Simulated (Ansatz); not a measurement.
1T (CdI2-type) PbI2: PBE at its full settings (plane-wave cutoff 520 eV, 12×12×6 k mesh (along the axes of the cell as run), Fermi–Dirac smearing 0.01 eV, scalar-relativistic PAW data made under PBE) and at cheaper ones, in a cell of 3 atoms with Γ-centred meshes.

| level and setting | lattice constant a (Å) | lattice parameter c (Å) |
|---|---|---|
| PBE (Ansatz) | 4.674 | 7.807 |
| PBE (300 eV cutoff) (Ansatz) | 4.674 | 7.774 |
| PBE (2×2×2 k mesh) (Ansatz) | 4.882 | 7.755 |
| PBE (4×4×4 k mesh) (Ansatz) | 4.676 | 7.779 |
| PBE (4×4×4 k mesh and 300 eV cutoff) (Ansatz) | 4.677 | 7.721 |
| PBE (6×6×6 k mesh) (Ansatz) | 4.675 | 7.801 |
| PBE (Fermi-Dirac smearing of 0.3 eV) (Ansatz) | 4.678 | 7.792 |

Largest shifts from the full settings: lattice constant a +4.45 % (PBE (2×2×2 k mesh)), against a difference of +2.54 % of the full result from the reference 4.558 Å (measured, temperature not stated, no zero-point or thermal correction; as tabulated in Palosz (1990), doi:10.1088/0953-8984/2/24/001); lattice parameter c -1.10 % (PBE (4×4×4 k mesh and 300 eV cutoff)), against a difference of +11.8 % of the full result from the reference 6.986 ± 0.003 Å (measured, temperature not stated, not corrected to a static lattice; as tabulated in Palosz (1990), doi:10.1088/0953-8984/2/24/001).

The full settings aren't shown to be converged themselves.

Caveats: for a layered or molecular solid the relaxed cell lies over 5 % above the published volume, where the minimum can be shallow (PBE, PBE (300 eV cutoff), PBE (2×2×2 k mesh), PBE (4×4×4 k mesh), PBE (4×4×4 k mesh and 300 eV cutoff), PBE (6×6×6 k mesh), PBE (Fermi-Dirac smearing of 0.3 eV)); the cell comes from a level without a dispersion term, which matters for the spacing of layers, chains or molecules (PBE, PBE (300 eV cutoff), PBE (2×2×2 k mesh), PBE (4×4×4 k mesh), PBE (4×4×4 k mesh and 300 eV cutoff), PBE (6×6×6 k mesh), PBE (Fermi-Dirac smearing of 0.3 eV)). Ansatz's density-functional and Hartree–Fock values are scalar-relativistic unless marked +SOC, with PAW data made under PBE.

Run with cheap settings on purpose, which may leave them unconverged: PBE (2×2×2 k mesh), PBE (300 eV cutoff), PBE (4×4×4 k mesh and 300 eV cutoff), PBE (4×4×4 k mesh), PBE (6×6×6 k mesh), PBE (Fermi-Dirac smearing of 0.3 eV).

Ansatz is a program for electronic structure.
